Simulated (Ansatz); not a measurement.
Basis-set extrapolation for C2H4O2 (`C1OCO1`) (PBE0-D4/def2-TZVP geometry, frozen core, Ansatz). Multiplicity 1, RHF reference.

```json
{"": "HF", "def2-TZVPP": "-227.828280", "def2-QZVPP": "-227.838762"}
{"": "MP2 correlation", "def2-TZVPP": "-0.794795", "def2-QZVPP": "-0.853689"}
{"": "CCSD(T) correlation", "def2-TZVPP": "-0.847046", "def2-QZVPP": "not run"}
```

Energies in hartree. Use E(X) = E(∞) + A·exp(−7.88·√X) for Hartree–Fock and E(X) = E(∞) + B·X^(−2.97) for correlation, with X = 3 and 4, and add CCSD(T) minus MP2 of the smaller set to the MP2 limit.

**Question.** What is the CCSD(T) energy at the basis-set limit?

**Answer.** HF limit: -227.838762 + (-0.010482) × 0.13774 = -227.84021. MP2 limit: -0.853689 + (-0.058894) × 0.74074 = -0.89731. Higher-order term: -0.847046 − (-0.794795) = -0.05225. Total: -228.78977 hartree, 3.11 eV below CCSD(T)/def2-TZVPP.
